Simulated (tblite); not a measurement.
Q: Give a GFN2-xTB geometry of InChI=1S/C4H8OS/c1-6-4-2-3-5-4/h4H,2-3H2,1H3/q+1/t4-/m1/s1. (Charge +1 and doublet state.)

A: 
```
atom  x, y, z in Å
C1     2.319   -0.068    0.417
S2     1.505    0.593   -1.021
C3    -0.128   -0.249   -0.897
C4    -1.416    0.580   -0.915
C5    -1.676   -0.123    0.424
O6    -0.404   -0.787    0.350
H7     3.081    0.645    0.724
H8     1.586   -0.255    1.202
H9     2.809   -1.008    0.156
H10   -0.061   -1.012   -1.690
H11   -2.114    0.352   -1.715
H12   -1.272    1.655   -0.856
H13   -2.495   -0.844    0.445
H14   -1.736    0.523    1.303
```

Any rigid rotation of these coordinates is as good. Atoms count from 1 in this order. The 4-membered ring C3–C4–C5–O6 has internal angles of 83.4° to 93.0°; it is almost planar, 0.02 Å rms from its mean plane, widest ring torsion 3°. Of the pairs four or more bonds apart, O6···H8 is among the closest relative to their van der Waals radii: 2.23 Å, 82 % of the sum of Bondi's values. The 2 C–S bonds span 1.780 Å (C1–S2, drawn single) to 1.842 Å (S2–C3, drawn single), a spread of 0.062 Å. The 2 C–O bonds span 1.386 Å (C3–O6, drawn single) to 1.436 Å (C5–O6, drawn single), a spread of 0.050 Å.

Bonds between heavy atoms (Å): C1–S2 1.780, S2–C3 1.842, C3–C4 1.531, C4–C5 1.534, C5–O6 1.436, C3–O6 1.386.

The geometry is computed with GFN2-xTB (gas phase). This method treats the open shell by occupation alone, without spin polarisation.

Point group: C1 (no symmetry element, even within 0.4 Å). Its GFN2-xTB frequencies are all real (lowest 64 cm⁻¹). Torsions: C1–S2–C3–C4 126°. 2 starts were optimised and ended at 0.00 and 2.87 kcal/mol (GFN2-xTB); the lowest of these is shown.

The run took 1.4 s on one thread of an Intel Xeon at 2.50 GHz, shared host with 64 logical CPUs at a one-minute load of 62. These figures are those of the optimisation.

One conformer stands for the species.
